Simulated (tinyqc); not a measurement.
RKS/BLYP in the sto-3g basis, for H2F+, spin multiplicity 1, step by step (part 1 of 2). Computed by tinyqc, a small Python program that keeps every step (integrals from PySCF). Settings: charge = 1, multiplicity = 1, basis = sto-3g, energy threshold = 1e-10, iteration cap = 66, orthogonalisation = symmetric, start = Wolfsberg-Helmholz matrix, DIIS depth = 6, method = RKS, functional = blyp, grid = [10, 14]. Command: `OMP_NUM_THREADS=1 python tinyqc.py 31732 31733 out.jsonl` (the two numbers bound the seeds that draw the settings). One thread of a shared host (Intel(R) Xeon(R) Processor @ 2.60GHz), about 0.7 s of CPU time with the checks. Later iterations appear only in the table of the cycle.

## One-electron integrals

Geometry (angstrom):
```
atom        x         y        z
F     0.00000   0.00000  0.00000
H     0.00000   0.79800  0.51600
H     0.00000  -0.75000  0.48500
```

Basis sto-3g: exponents (1/bohr^2) and contraction coefficients of normalised primitives:
```
element  l (shell)   exponent  coefficient
F            s (1)  166.67913      0.15433
F            s (1)   30.36081      0.53533
F            s (1)    8.21682      0.44463
F            s (2)    6.46480     -0.09997
F            s (2)    1.50228      0.39951
F            s (2)    0.48859      0.70012
F            p (3)    6.46480      0.15592
F            p (3)    1.50228      0.60768
F            p (3)    0.48859      0.39196
H            s (1)    3.42525      0.15433
H            s (1)    0.62391      0.53533
H            s (1)    0.16886      0.44463
```

Overlap, kinetic and nuclear-attraction integrals over the contracted functions; the nuclear repulsion is the sum of Za Zb / Rab.

nuclear repulsion = 10.6858106 hartree

overlap S, order 1F 1s, 1F 2s, 1F 2px, 1F 2py, 1F 2pz, 2H 1s, 3H 1s:
```
[[1.00000, 0.23799, 0.00000, 0.00000, 0.00000, 0.04571, 0.05235],
 [0.23799, 1.00000, 0.00000, 0.00000, 0.00000, 0.42684, 0.46503],
 [0.00000, 0.00000, 1.00000, 0.00000, 0.00000, 0.00000, 0.00000],
 [0.00000, 0.00000, 0.00000, 1.00000, 0.00000, 0.28349, -0.30006],
 [0.00000, 0.00000, 0.00000, 0.00000, 1.00000, 0.18331, 0.19404],
 [0.04571, 0.42684, 0.00000, 0.28349, 0.18331, 1.00000, 0.23951],
 [0.05235, 0.46503, 0.00000, -0.30006, 0.19404, 0.23951, 1.00000]]
```

kinetic energy T (hartree), order 1F 1s, 1F 2s, 1F 2px, 1F 2py, 1F 2pz, 2H 1s, 3H 1s:
```
[[36.98458, -0.21286, 0.00000, 0.00000, 0.00000, -0.00207, 0.00215],
 [-0.21286, 1.03800, 0.00000, 0.00000, 0.00000, 0.11147, 0.14188],
 [0.00000, 0.00000, 3.24801, 0.00000, 0.00000, 0.00000, 0.00000],
 [0.00000, 0.00000, 0.00000, 3.24801, 0.00000, 0.20896, -0.24683],
 [0.00000, 0.00000, 0.00000, 0.00000, 3.24801, 0.13512, 0.15962],
 [-0.00207, 0.11147, 0.00000, 0.20896, 0.13512, 0.76003, 0.00585],
 [0.00215, 0.14188, 0.00000, -0.24683, 0.15962, 0.00585, 0.76003]]
```

nuclear attraction V (hartree), order 1F 1s, 1F 2s, 1F 2px, 1F 2py, 1F 2pz, 2H 1s, 3H 1s:
```
[[-78.15892, -9.45034, 0.00000, 0.00155, -0.01623, -1.86779, -2.14350],
 [-9.45034, -12.68164, 0.00000, 0.01622, -0.19411, -4.17504, -4.62853],
 [0.00000, 0.00000, -12.51096, 0.00000, 0.00000, 0.00000, 0.00000],
 [0.00155, 0.01622, 0.00000, -12.67458, 0.00787, -2.41293, 2.61907],
 [-0.01623, -0.19411, 0.00000, 0.00787, -12.57938, -1.61957, -1.75440],
 [-1.86779, -4.17504, 0.00000, -2.41293, -1.61957, -6.39176, -1.75754],
 [-2.14350, -4.62853, 0.00000, 2.61907, -1.75440, -1.75754, -6.65038]]
```

core Hamiltonian H = T + V (hartree), order 1F 1s, 1F 2s, 1F 2px, 1F 2py, 1F 2pz, 2H 1s, 3H 1s:
```
[[-41.17434, -9.66320, 0.00000, 0.00155, -0.01623, -1.86986, -2.14135],
 [-9.66320, -11.64364, 0.00000, 0.01622, -0.19411, -4.06357, -4.48665],
 [0.00000, 0.00000, -9.26295, 0.00000, 0.00000, 0.00000, 0.00000],
 [0.00155, 0.01622, 0.00000, -9.42657, 0.00787, -2.20397, 2.37224],
 [-0.01623, -0.19411, 0.00000, 0.00787, -9.33137, -1.48446, -1.59478],
 [-1.86986, -4.06357, 0.00000, -2.20397, -1.48446, -5.63173, -1.75169],
 [-2.14135, -4.48665, 0.00000, 2.37224, -1.59478, -1.75169, -5.89034]]
```

## Two-electron integrals

Functions are numbered as in S; the eight-fold symmetry (ij|kl) = (ji|kl) = (kl|ij) leaves the list below.

Two-electron integrals (ij|kl) in chemists' order, unique and non-zero (hartree):
```
(11|11) 5.40350    (21|11) 0.84192    (21|21) 0.15630    (22|11) 1.26803
(22|21) 0.29234    (22|22) 0.92617    (31|31) 0.02800    (32|31) 0.04317
(32|32) 0.20459    (33|11) 1.26450    (33|21) 0.29240    (33|22) 0.92596
(33|33) 0.99751    (41|41) 0.02800    (42|41) 0.04317    (42|42) 0.20459
(43|43) 0.05377    (44|11) 1.26450    (44|21) 0.29240    (44|22) 0.92596
(44|33) 0.88997    (44|44) 0.99751    (51|51) 0.02800    (52|51) 0.04317
(52|52) 0.20459    (53|53) 0.05377    (54|54) 0.05377    (55|11) 1.26450
(55|21) 0.29240    (55|22) 0.92596    (55|33) 0.88997    (55|44) 0.88997
(55|55) 0.99751    (61|11) 0.16431    (61|21) 0.03023    (61|22) 0.05613
(61|33) 0.05605    (61|41) 0.00104    (61|42) 0.00194    (61|44) 0.05623
(61|51) 0.00067    (61|52) 0.00126    (61|54) 0.00012    (61|55) 0.05613
(61|61) 0.00591    (62|11) 0.39879    (62|21) 0.09310    (62|22) 0.32708
(62|33) 0.32242    (62|41) 0.00531    (62|42) 0.04069    (62|44) 0.33207
(62|51) 0.00343    (62|52) 0.02631    (62|54) 0.00624    (62|55) 0.32645
(62|61) 0.01825    (62|62) 0.13987    (63|31) 0.00995    (63|32) 0.05819
(63|43) 0.00865    (63|53) 0.00560    (63|63) 0.02117    (64|11) 0.22153
(64|21) 0.05240    (64|22) 0.19714    (64|33) 0.18860    (64|41) 0.01258
(64|42) 0.08160    (64|44) 0.21162    (64|51) 0.00170    (64|52) 0.01514
(64|54) 0.00929    (64|55) 0.19099    (64|61) 0.01072    (64|62) 0.10331
(64|64) 0.09693    (65|11) 0.14325    (65|21) 0.03388    (65|22) 0.12747
(65|33) 0.12195    (65|41) 0.00170    (65|42) 0.01514    (65|44) 0.12565
(65|51) 0.01105    (65|52) 0.06798    (65|54) 0.01104    (65|55) 0.13469
(65|61) 0.00693    (65|62) 0.06680    (65|64) 0.04899    (65|65) 0.05285
(66|11) 0.53545    (66|21) 0.12706    (66|22) 0.51346    (66|33) 0.49549
(66|41) 0.00951    (66|42) 0.10140    (66|44) 0.53307    (66|51) 0.00615
(66|52) 0.06557    (66|54) 0.02430    (66|55) 0.51120    (66|61) 0.02509
(66|62) 0.27554    (66|64) 0.23640    (66|65) 0.15286    (66|66) 0.77461
(71|11) 0.18848    (71|21) 0.03466    (71|22) 0.06431    (71|33) 0.06421
(71|41) -0.00118   (71|42) -0.00220   (71|44) 0.06442    (71|51) 0.00076
(71|52) 0.00142    (71|54) -0.00013   (71|55) 0.06430    (71|61) 0.00668
(71|62) 0.02031    (71|64) 0.01093    (71|65) 0.00772    (71|66) 0.02764
(71|71) 0.00776    (72|11) 0.44228    (72|21) 0.10319    (72|22) 0.36073
(72|33) 0.35571    (72|41) -0.00584   (72|42) -0.04417   (72|44) 0.36609
(72|51) 0.00377    (72|52) 0.02857    (72|54) -0.00671   (72|55) 0.36005
(72|61) 0.01965    (72|62) 0.12674    (72|64) 0.06428    (72|65) 0.05853
(72|66) 0.20500    (72|71) 0.02316    (72|72) 0.16791    (73|31) 0.01122
(73|32) 0.06489    (73|43) -0.00946   (73|53) 0.00612    (73|63) 0.01878
(73|73) 0.02586    (74|11) -0.23959   (74|21) -0.05666   (74|22) -0.21219
(74|33) -0.20289   (74|41) 0.01405    (74|42) 0.08988    (74|44) -0.22797
(74|51) -0.00183   (74|52) -0.01616   (74|54) 0.01010    (74|55) -0.20546
(74|61) -0.01029   (74|62) -0.06204   (74|64) -0.01298   (74|65) -0.02803
(74|66) -0.08817   (74|71) -0.01329   (74|72) -0.12102   (74|74) 0.11253
(75|11) 0.15494    (75|21) 0.03664    (75|22) 0.13721    (75|33) 0.13120
(75|41) -0.00183   (75|42) -0.01616   (75|44) 0.13519    (75|51) 0.01240
(75|52) 0.07534    (75|54) -0.01204   (75|55) 0.14510    (75|61) 0.00730
(75|62) 0.05755    (75|64) 0.02849    (75|65) 0.04503    (75|66) 0.10320
(75|71) 0.00859    (75|72) 0.07826    (75|74) -0.05605   (75|75) 0.06211
(76|11) 0.16068    (76|21) 0.03785    (76|22) 0.14426    (76|33) 0.14169
(76|41) 4.86e-05   (76|42) 0.00055    (76|44) 0.14450    (76|51) 0.00224
(76|52) 0.02040    (76|54) 0.00012    (76|55) 0.14644    (76|61) 0.00734
(76|62) 0.06125    (76|64) 0.03954    (76|65) 0.03328    (76|66) 0.12668
(76|71) 0.00840    (76|72) 0.06643    (76|74) -0.04121   (76|75) 0.03537
(76|76) 0.03222    (77|11) 0.56399    (77|21) 0.13374    (77|22) 0.53614
(77|33) 0.51721    (77|41) -0.01028   (77|42) -0.10685   (77|44) 0.55680
(77|51) 0.00665    (77|52) 0.06909    (77|54) -0.02560   (77|55) 0.53377
(77|61) 0.02539    (77|62) 0.19376    (77|64) 0.08639    (77|65) 0.09930
(77|66) 0.33603    (77|71) 0.03026    (77|72) 0.30790    (77|74) -0.25778
(77|75) 0.16670    (77|76) 0.12668    (77|77) 0.77461
```

## Orthogonalisation

S = U s U^T; symmetric (Loewdin) form X = U s^(-1/2) U^T, so that X^T S X = 1.

eigenvalues of S: [0.39045, 0.45750, 0.90241, 1.00000, 1.07980, 1.30935, 1.86048]

X, order 1F 1s, 1F 2s, 1F 2px, 1F 2py, 1F 2pz, 2H 1s, 3H 1s:
```
[[1.02417, -0.14101, 0.00000, 0.00089, -0.00725, 0.01912, 0.02089],
 [-0.14101, 1.20703, 0.00000, -0.01306, 0.07648, -0.23995, -0.28036],
 [0.00000, 0.00000, 1.00000, 0.00000, 0.00000, 0.00000, 0.00000],
 [0.00089, -0.01306, 0.00000, 1.09624, -0.00454, -0.20074, 0.21842],
 [-0.00725, 0.07648, 0.00000, -0.00454, 1.03165, -0.10160, -0.11460],
 [0.01912, -0.23995, 0.00000, -0.20074, -0.10160, 1.15474, -0.09786],
 [0.02089, -0.28036, 0.00000, 0.21842, -0.11460, -0.09786, 1.18704]]
```

## Starting guess

The start is the generalised Wolfsberg-Helmholz matrix (K = 1.75) built on H; D = 2 C_occ C_occ^T.

D at the start, order 1F 1s, 1F 2s, 1F 2px, 1F 2py, 1F 2pz, 2H 1s, 3H 1s:
```
[[2.06403, -0.25684, 0.00000, -0.00977, 0.08896, -0.13125, -0.14774],
 [-0.25684, 1.17180, 0.00000, 0.03821, -0.32299, 0.33467, 0.37043],
 [0.00000, 0.00000, 2.00000, 0.00000, 0.00000, 0.00000, 0.00000],
 [-0.00977, 0.03821, 0.00000, 1.47016, 0.01046, 0.35126, -0.34261],
 [0.08896, -0.32299, 0.00000, 0.01046, 1.89242, 0.09071, 0.09918],
 [-0.13125, 0.33467, 0.00000, 0.35126, 0.09071, 0.19379, 0.04604],
 [-0.14774, 0.37043, 0.00000, -0.34261, 0.09918, 0.04604, 0.22873]]
```

## Iteration 1: exchange-correlation on the grid

Becke grid with 10 radial and 14 angular points per atom, points of zero weight dropped. rho = sum D_ij phi_i phi_j; V_xc,ij = sum w v_xc phi_i phi_j plus the gradient terms; v_xc is d(rho eps)/d rho at fixed gradient.

The 8 grid points with the largest w rho, of 416 (bohr, atomic units):
```
x                y         z        w      rho  |grad rho|^2    eps_xc      v_xc
0.68745    0.68745  -0.68745  0.84764  0.29192       1.03083  -0.58899  -0.66136
-0.68745   0.68745  -0.68745  0.84764  0.29192       1.03083  -0.58899  -0.66136
-0.68745  -0.68745  -0.68745  0.84444  0.29024       1.01372  -0.58782  -0.66018
0.68745   -0.68745  -0.68745  0.84444  0.29024       1.01372  -0.58782  -0.66018
0.00000    0.00000  -1.19069  0.76053  0.30900       1.19122  -0.59962  -0.67331
1.19069    0.00000   0.00000  0.75814  0.29127       1.02967  -0.58877  -0.66084
-1.19069   0.00000   0.00000  0.75814  0.29127       1.02967  -0.58877  -0.66084
0.38292    0.38292  -0.38292  0.17582  1.24043       6.45151  -0.85936  -1.09160
```

electrons on the grid, sum of w rho = 9.93363

E_xc = sum of w rho eps_xc = -10.6116199 hartree

V_xc (hartree), order 1F 1s, 1F 2s, 1F 2px, 1F 2py, 1F 2pz, 2H 1s, 3H 1s:
```
[[-3.39642, -0.47741, 0.00000, -0.00036, 0.00244, -0.09408, -0.10786],
 [-0.47741, -0.92019, 0.00000, -0.00017, 0.00433, -0.30043, -0.33262],
 [0.00000, 0.00000, -0.91192, 0.00000, 0.00000, 0.00000, 0.00000],
 [-0.00036, -0.00017, 0.00000, -0.90283, -0.00021, -0.17849, 0.19228],
 [0.00244, 0.00433, 0.00000, -0.00021, -0.92143, -0.11623, -0.12549],
 [-0.09408, -0.30043, 0.00000, -0.17849, -0.11623, -0.42244, -0.11771],
 [-0.10786, -0.33262, 0.00000, 0.19228, -0.12549, -0.11771, -0.44831]]
```

## Iteration 1: building the Kohn-Sham matrix

J_ij = sum D_kl (ij|kl); F = H + J + V_xc; E = tr D H + tr D J / 2 + E_xc + E_nn.

Coulomb J (hartree), order 1F 1s, 1F 2s, 1F 2px, 1F 2py, 1F 2pz, 2H 1s, 3H 1s:
```
[[20.10723, 3.83640, 0.00000, 0.00070, -0.00838, 0.74170, 0.85011],
 [3.83640, 9.53998, 0.00000, -0.00001, -0.00708, 3.31485, 3.66011],
 [0.00000, 0.00000, 9.52513, 0.00000, 0.00000, 0.00000, 0.00000],
 [0.00070, -0.00001, 0.00000, 9.53360, -0.00158, 1.97925, -2.13373],
 [-0.00838, -0.00708, 0.00000, -0.00158, 9.53521, 1.28205, 1.38193],
 [0.74170, 3.31485, 0.00000, 1.97925, 1.28205, 5.18538, 1.45283],
 [0.85011, 3.66011, 0.00000, -2.13373, 1.38193, 1.45283, 5.41938]]
```

Kohn-Sham matrix F (hartree), order 1F 1s, 1F 2s, 1F 2px, 1F 2py, 1F 2pz, 2H 1s, 3H 1s:
```
[[-24.46353, -6.30420, 0.00000, 0.00189, -0.02218, -1.22224, -1.39911],
 [-6.30420, -3.02385, 0.00000, 0.01604, -0.19687, -1.04915, -1.15917],
 [0.00000, 0.00000, -0.64974, 0.00000, 0.00000, 0.00000, 0.00000],
 [0.00189, 0.01604, 0.00000, -0.79580, 0.00609, -0.40321, 0.43079],
 [-0.02218, -0.19687, 0.00000, 0.00609, -0.71759, -0.31864, -0.33834],
 [-1.22224, -1.04915, 0.00000, -0.40321, -0.31864, -0.86878, -0.41657],
 [-1.39911, -1.15917, 0.00000, 0.43079, -0.33834, -0.41657, -0.91928]]
```

total energy of this density = -98.7672537 hartree

## Iteration 1: diagonalisation and new density

Diagonalise F' = X^T F X, C = X C', fill 5 alpha and 5 beta electrons from the bottom; D = 2 C_occ C_occ^T. Each column has its largest component positive (the first on a tie).

F' = X^T F X (hartree):
```
[[-23.99604, -3.28237, 0.00000, 0.00166, -0.02899, -0.18053, -0.22837],
 [-3.28237, -1.73925, 0.00000, -0.00045, -0.08451, -0.35195, -0.40350],
 [0.00000, 0.00000, -0.64974, 0.00000, 0.00000, 0.00000, 0.00000],
 [0.00166, -0.00045, 0.00000, -0.61476, -0.00093, -0.29664, 0.31818],
 [-0.02899, -0.08451, 0.00000, -0.00093, -0.65790, -0.17130, -0.18895],
 [-0.18053, -0.35195, 0.00000, -0.29664, -0.17130, -0.49540, -0.09033],
 [-0.22837, -0.40350, 0.00000, 0.31818, -0.18895, -0.09033, -0.46846]]
```

orbital energies (hartree): [-24.47567, -1.55644, -0.95146, -0.70691, -0.64974, -0.23237, -0.04895]

coefficients C, order 1F 1s, 1F 2s, 1F 2px, 1F 2py, 1F 2pz, 2H 1s, 3H 1s:
```
[[0.99371, -0.24021, -0.00546, 0.10355, 0.00000, 0.11494, 0.02319],
 [0.02785, 0.87846, 0.02762, -0.49599, 0.00000, -0.75494, -0.17271],
 [0.00000, 0.00000, 0.00000, 0.00000, 1.00000, 0.00000, 0.00000],
 [-0.00045, -0.01922, 0.68428, -0.00403, 0.00000, -0.14170, 0.89511],
 [0.00338, 0.20953, 0.00302, 0.83535, 0.00000, -0.58413, -0.10362],
 [-0.00569, 0.10844, 0.39489, 0.22435, 0.00000, 0.87440, -0.68478],
 [-0.00657, 0.12181, -0.37341, 0.21868, 0.00000, 0.63860, 0.97394]]
```

D after iteration 1, order 1F 1s, 1F 2s, 1F 2px, 1F 2py, 1F 2pz, 2H 1s, 3H 1s:
```
[[2.11184, -0.46970, 0.00000, 0.00004, 0.07901, -0.02124, -0.02221],
 [-0.46970, 2.03848, 0.00000, 0.00800, -0.46017, -0.01054, -0.02391],
 [0.00000, 0.00000, 2.00000, 0.00000, 0.00000, 0.00000, 0.00000],
 [0.00004, 0.00800, 0.00000, 0.93726, -0.01066, 0.53447, -0.51748],
 [0.07901, -0.46017, 0.00000, -0.01066, 1.48346, 0.42261, 0.41408],
 [-0.02124, -0.01054, 0.00000, 0.53447, 0.42261, 0.43613, -0.17030],
 [-0.02221, -0.02391, 0.00000, -0.51748, 0.41408, -0.17030, 0.40427]]
```

## Iteration 2: exchange-correlation on the grid

As before.

The 8 grid points with the largest w rho, of 416 (bohr, atomic units):
```
x                y         z        w      rho  |grad rho|^2    eps_xc      v_xc
0.68745    0.68745  -0.68745  0.84764  0.27593       0.95623  -0.58167  -0.64904
-0.68745   0.68745  -0.68745  0.84764  0.27593       0.95623  -0.58167  -0.64904
1.19069    0.00000   0.00000  0.75814  0.30710       1.17970  -0.59873  -0.67194
-1.19069   0.00000   0.00000  0.75814  0.30710       1.17970  -0.59873  -0.67194
-0.68745  -0.68745  -0.68745  0.84444  0.27404       0.94213  -0.58053  -0.64762
0.68745   -0.68745  -0.68745  0.84444  0.27404       0.94213  -0.58053  -0.64762
0.00000    0.00000  -1.19069  0.76053  0.28896       1.07099  -0.59000  -0.65856
0.38292    0.38292  -0.38292  0.17582  1.20645       6.06123  -0.85193  -1.08175
```

electrons on the grid, sum of w rho = 9.94133

E_xc = sum of w rho eps_xc = -10.5215471 hartree

V_xc (hartree), order 1F 1s, 1F 2s, 1F 2px, 1F 2py, 1F 2pz, 2H 1s, 3H 1s:
```
[[-3.39963, -0.47326, 0.00000, -0.00009, 0.00317, -0.09326, -0.10697],
 [-0.47326, -0.90930, 0.00000, 0.00112, 0.00379, -0.30106, -0.33215],
 [0.00000, 0.00000, -0.91451, 0.00000, 0.00000, 0.00000, 0.00000],
 [-0.00009, 0.00112, 0.00000, -0.88183, 0.00070, -0.18073, 0.19342],
 [0.00317, 0.00379, 0.00000, 0.00070, -0.90657, -0.11933, -0.12783],
 [-0.09326, -0.30106, 0.00000, -0.18073, -0.11933, -0.45835, -0.12016],
 [-0.10697, -0.33215, 0.00000, 0.19342, -0.12783, -0.12016, -0.47003]]
```

## Iteration 2: building the Kohn-Sham matrix

As before.

Coulomb J (hartree), order 1F 1s, 1F 2s, 1F 2px, 1F 2py, 1F 2pz, 2H 1s, 3H 1s:
```
[[19.89135, 3.78025, 0.00000, -0.00034, -0.00769, 0.73092, 0.83788],
 [3.78025, 9.39849, 0.00000, -0.00099, 0.01883, 3.28441, 3.62176],
 [0.00000, 0.00000, 9.40389, 0.00000, 0.00000, 0.00000, 0.00000],
 [-0.00034, -0.00099, 0.00000, 9.37731, -0.00191, 1.96719, -2.11468],
 [-0.00769, 0.01883, 0.00000, -0.00191, 9.38747, 1.28515, 1.38213],
 [0.73092, 3.28441, 0.00000, 1.96719, 1.28515, 5.22002, 1.44815],
 [0.83788, 3.62176, 0.00000, -2.11468, 1.38213, 1.44815, 5.41918]]
```

Kohn-Sham matrix F (hartree), order 1F 1s, 1F 2s, 1F 2px, 1F 2py, 1F 2pz, 2H 1s, 3H 1s:
```
[[-24.68263, -6.35621, 0.00000, 0.00112, -0.02075, -1.23220, -1.41044],
 [-6.35621, -3.15445, 0.00000, 0.01636, -0.17149, -1.08023, -1.19704],
 [0.00000, 0.00000, -0.77356, 0.00000, 0.00000, 0.00000, 0.00000],
 [0.00112, 0.01636, 0.00000, -0.93109, 0.00666, -0.41751, 0.45098],
 [-0.02075, -0.17149, 0.00000, 0.00666, -0.85047, -0.31864, -0.34048],
 [-1.23220, -1.08023, 0.00000, -0.41751, -0.31864, -0.87006, -0.42371],
 [-1.41044, -1.19704, 0.00000, 0.45098, -0.34048, -0.42371, -0.94120]]
```

total energy of this density = -98.9748574 hartree

## Iteration 2: DIIS over 2 matrices

error matrix X^T (FDS - SDF) X:
```
[[0.00000, -0.00220, 0.00000, 0.00090, -0.00087, 0.00711, 0.00807],
 [0.00220, 0.00000, 0.00000, -0.00042, -0.01562, -0.03773, -0.03371],
 [0.00000, 0.00000, 0.00000, 0.00000, 0.00000, 0.00000, 0.00000],
 [-0.00090, 0.00042, 0.00000, 0.00000, 0.00052, -0.11173, 0.09556],
 [0.00087, 0.01562, 0.00000, -0.00052, 0.00000, -0.07408, -0.06341],
 [-0.00711, 0.03773, 0.00000, 0.11173, 0.07408, 0.00000, -0.00219],
 [-0.00807, 0.03371, 0.00000, -0.09556, 0.06341, 0.00219, 0.00000]]
```

B (overlaps of the stored error matrices):
```
[[1.7202082e+00, -7.1283027e-02],
 [-7.1283027e-02, 6.8111555e-02]]
```

Minimise |sum c_i e_i|^2 with sum c_i = 1: solve [B -1; -1 0][c; lambda] = [0; -1] with B_ij = tr e_i^T e_j, and take F = sum c_i F_i.

DIIS coefficients: [0.07219, 0.92781]

extrapolated F (hartree), order 1F 1s, 1F 2s, 1F 2px, 1F 2py, 1F 2pz, 2H 1s, 3H 1s:
```
[[-24.66681, -6.35245, 0.00000, 0.00118, -0.02086, -1.23148, -1.40962],
 [-6.35245, -3.14502, 0.00000, 0.01634, -0.17333, -1.07798, -1.19430],
 [0.00000, 0.00000, -0.76462, 0.00000, 0.00000, 0.00000, 0.00000],
 [0.00118, 0.01634, 0.00000, -0.92132, 0.00662, -0.41648, 0.44953],
 [-0.02086, -0.17333, 0.00000, 0.00662, -0.84088, -0.31864, -0.34032],
 [-1.23148, -1.07798, 0.00000, -0.41648, -0.31864, -0.86997, -0.42319],
 [-1.40962, -1.19430, 0.00000, 0.44953, -0.34032, -0.42319, -0.93961]]
```
